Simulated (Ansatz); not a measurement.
We consider rock-salt HfN, described by HSE06-D3(BJ) (Ansatz, a program for electronic structure, PAW).

Run with plane-wave cutoff 460 eV, 10×10×10 k mesh, Fermi–Dirac smearing 0.05 eV, scalar-relativistic PAW data made under PBE.

Cell (relaxed at this level):

HfN is modelled in the cubic space group Fm-3m (No. 225), the rock salt structure, Pearson symbol cF8. Conventional cell: a = 4.4806 Å, b = 4.4806 Å, c = 4.4806 Å, α = 90.00°, β = 90.00°, γ = 90.00°. Hf on 4a is surrounded by 6 N at 2.240 Å (octahedral). N on 4b is coordinated by 6 Hf at 2.240 Å (octahedral). (Neighbours: up to the widest gap in distance over summed covalent radii, below 1.35, at either atom; cation-cation and far metal-metal contacts left out.)
(The calculation used a cell of 2 atoms; values per cell refer to that cell.)

Q: Give the computed bulk modulus B0 and pressure derivative B′ of the bulk modulus.

A: 
* **bulk modulus B0**: 303 GPa
* **pressure derivative B′ of the bulk modulus**: 4.2

Measured, for comparison: bulk modulus 260 GPa (room temperature, no zero-point or thermal correction, our sources range from 260 to 306; as tabulated in Synthesis of Binary Transition Metal Nitrides, Carbides and Borides from the …). Computed (rounded) less measured: bulk modulus not scored (sources differ).

Spin–orbit coupling is not included.

Computed values are for the static lattice.
